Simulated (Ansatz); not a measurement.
## C3H3FO, SMILES O=C/C=C/F: a ladder of methods at one geometry, step by step

Program: the Python package of Ansatz (0.2.0).

Run as a notebook:

**Cell 1**
```python
from pathlib import Path

import ansatz as az
import numpy as np

GEOMETRY = """
O    -2.27310   -0.63150    0.12760
C    -1.27550    0.03810   -0.10710
C     0.07080   -0.45840    0.21370
C     1.13190    0.29750   -0.05580
F     2.37700   -0.12790    0.22550
H    -1.33570    1.03870   -0.56690
H     0.15310   -1.43790    0.66550
H     1.15160    1.28140   -0.50240
"""
```

**Cell 2**
```python
mol = az.Crystal.molecule()
for line in GEOMETRY.strip().splitlines():
    symbol, *xyz = line.split()
    mol = mol.atom(symbol, [float(v) for v in xyz])
```

**Cell 3**
```python
calculation = mol.calculation().basis(gaussian="cc-pVDZ")

print("functional    E (Ha)        dipole (D)   HOMO (eV)  LUMO (eV)")
for name in ["pbe0", "revpbe", "r2scan0", "hse06"]:
    summary = calculation.functional(name).forces().orbitals().run(runs_dir="runs").report
    lines = Path(summary["orbitals_path"]).read_text().splitlines()
    field_of = lambda key: [line.split("=")[1].strip() for line in lines if line.startswith(key)]
    orbitals = [(27.211386 * float(e), s, float(n)) for e, s, n in zip(field_of("Ene="), field_of("Spin="), field_of("Occup="))]
    homo = max(e for e, _, n in orbitals if n > 0.5)
    lumo = min(e for e, _, n in orbitals if n < 0.5)
    dipole = 4.803205 * np.linalg.norm(summary["charge_distribution"]["dipole_moment_e_ang"])
    print(f"{name:10s} {summary['free_energy_ev'] / 27.211386246:14.6f} {dipole:9.3f} {homo:11.3f} {lumo:10.3f}")
```
Output:
```text
functional    E (Ha)        dipole (D)   HOMO (eV)  LUMO (eV)
pbe0          -290.849854     2.585      -7.476     -1.654
revpbe        -291.081217     2.503      -5.606     -2.501
r2scan0       -290.976409     2.672      -7.770     -1.627
hse06         -290.836754     2.586      -7.066     -2.038
```

Reading the output:
- Total energies depend on the basis set; only differences at equal settings carry meaning.
- The geometry is a force-field or estimated start, not a minimum of this method, and the basis set is short of its limit. A lower total doesn't mark the better method: functionals have no common bound, and MP2 and coupled cluster aren't variational.
- Levels such as HOMO and LUMO are orbital energies: with these approximate functionals they aren't the ionisation energy and electron affinity, and their gap isn't the fundamental gap.
- hse06 follows the composition of plane-wave codes, whose totals differ by tens of mHa, up to about 0.1 Ha, from the form usual in Gaussian-basis programs (wpbeh).
- Timing: 13 s on 1 thread of Arm Neoverse V1 (shared host), peak memory 0.23 GiB.
